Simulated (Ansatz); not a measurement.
Here is an Ansatz input file for C4H6S, SMILES CC=C=CS. Write the same calculation for the Python package.

```yaml
crystal:
  periodic: [false, false, false]
  atoms:
    - { symbol: C, position_ang: [-1.4294, 0.2207, 0.9529] }
    - { symbol: C, position_ang: [-0.0299, -0.0826, 0.9511] }
    - { symbol: C, position_ang: [0.7549, 0.094, -0.0631] }
    - { symbol: C, position_ang: [1.6727, 0.2762, -1.052] }
    - { symbol: S, position_ang: [1.4469, -0.7173, -2.4773] }
    - { symbol: H, position_ang: [-1.6949, 1.0095, 1.7273] }
    - { symbol: H, position_ang: [-1.762, 0.6955, -0.0135] }
    - { symbol: H, position_ang: [-2.0381, -0.6139, 1.1209] }
    - { symbol: H, position_ang: [0.3708, -0.4937, 1.9107] }
    - { symbol: H, position_ang: [2.3754, 1.0243, -0.9863] }
    - { symbol: H, position_ang: [0.399, -1.4697, -2.0501] }
basis:
  gaussian:
    orbitals: def2-SVP
hamiltonian:
  xc: r2scan
scf:
  lower_state_search: light
relax:
  f_tol: 0.01
```

The script, `opt_c4h6s.py`:
```python
from dataclasses import dataclass
import itertools

import ansatz as az
from ase import Atoms
from ase.data import atomic_numbers, covalent_radii
import numpy as np


@dataclass(frozen=True)
class Options:
    basis_set: str = "def2-SVP"
    functional: str = "r2SCAN"


cfg = Options()


def main() -> None:
    atoms = Atoms(["C", "C", "C", "C", "S", "H", "H", "H", "H", "H", "H"], positions=[
        (-1.4294, 0.2207, 0.9529),
        (-0.0299, -0.0826, 0.9511),
        (0.7549, 0.094, -0.0631),
        (1.6727, 0.2762, -1.052),
        (1.4469, -0.7173, -2.4773),
        (-1.6949, 1.0095, 1.7273),
        (-1.762, 0.6955, -0.0135),
        (-2.0381, -0.6139, 1.1209),
        (0.3708, -0.4937, 1.9107),
        (2.3754, 1.0243, -0.9863),
        (0.399, -1.4697, -2.0501),
    ])
    mol = az.Crystal.molecule_from_ase(atoms)

    calculation = (
        mol.calculation()
        .basis(gaussian=cfg.basis_set)
        .functional(cfg.functional)
        .scf(lower_state_search="light")
    )
    symbols = [site.symbol for site in mol.cartesian_sites]
    start = np.array([site.position_ang for site in mol.cartesian_sites], dtype=float)
    rep = calculation.relax(force_tolerance=0.01).run(threads=1).report
    end = np.array(rep["positions_ang"])

    print(f"E = {rep['free_energy_ev']:.6f} eV = {rep['free_energy_ev'] / 27.211386246:.7f} Ha")
    print("converged:", rep["converged"], " doubts:", rep["published_state_doubts"] or "none")

    radius = [covalent_radii[atomic_numbers[s]] for s in symbols]
    span = lambda where, i, j: np.linalg.norm(where[i] - where[j])
    bonded = [(i, j) for i, j in itertools.combinations(range(len(symbols)), 2) if min(span(start, i, j), span(end, i, j)) < 1.2 * (radius[i] + radius[j])]
    print("pair        before    after (A)")
    for i, j in bonded:
        print(f"{symbols[i]}{i}-{symbols[j]}{j}".ljust(10), f"{span(start, i, j):8.4f} {span(end, i, j):8.4f}")
    for first, second in list(itertools.combinations(bonded, 2)):
        shared = set(first) & set(second)
        if shared and symbols[(j := shared.pop())] != "H":
            i, k = sorted((set(first) | set(second)) - {j})
            u, v = end[i] - end[j], end[k] - end[j]
            angle = np.degrees(np.arccos(np.clip(u @ v / np.linalg.norm(u) / np.linalg.norm(v), -1, 1)))
            print(f"final angle {symbols[i]}{i}-{symbols[j]}{j}-{symbols[k]}{k}: {angle:.2f} deg")


if __name__ == "__main__":
    main()
```

```console
$ python opt_c4h6s.py
E = -15069.613425 eV = -553.7980788 Ha
converged: True  doubts: none
pair        before    after (A)
C0-C1        1.4320   1.5034
C0-H5        1.1368   1.1034
C0-H6        1.1269   1.0989
C0-H7        1.0466   1.1033
C1-C2        1.2945   1.3154
C1-H8        1.1182   1.1024
C2-C3        1.3614   1.3129
C3-S4        1.7520   1.7763
C3-H9        1.0285   1.0981
S4-H10       1.3589   1.3516
final angle C1-C0-H5: 110.64 deg
final angle C1-C0-H6: 111.62 deg
final angle C1-C0-H7: 110.73 deg
final angle C0-C1-C2: 125.61 deg
final angle C0-C1-H8: 116.32 deg
final angle H5-C0-H6: 108.48 deg
final angle H5-C0-H7: 106.64 deg
final angle H6-C0-H7: 108.57 deg
final angle C2-C1-H8: 118.07 deg
final angle C1-C2-C3: 179.59 deg
final angle C2-C3-S4: 127.45 deg
final angle C2-C3-H9: 121.02 deg
final angle S4-C3-H9: 111.53 deg
final angle C3-S4-H10: 96.51 deg
```

Caveats:
- These settings explore the input space; basis and method may be short of convergence.
- The end point is the stationary point reached from this start; no frequency run checks that it is a minimum, and the basis set is modest.
- Timing: 60 s on 1 thread of Intel(R) Xeon(R) Platinum 8259CL CPU @ 2.50GHz (Skylake/Cascade Lake) (shared host), peak memory 0.24 GiB.

(Lines on the test bed's own set-up are left out of the output.)
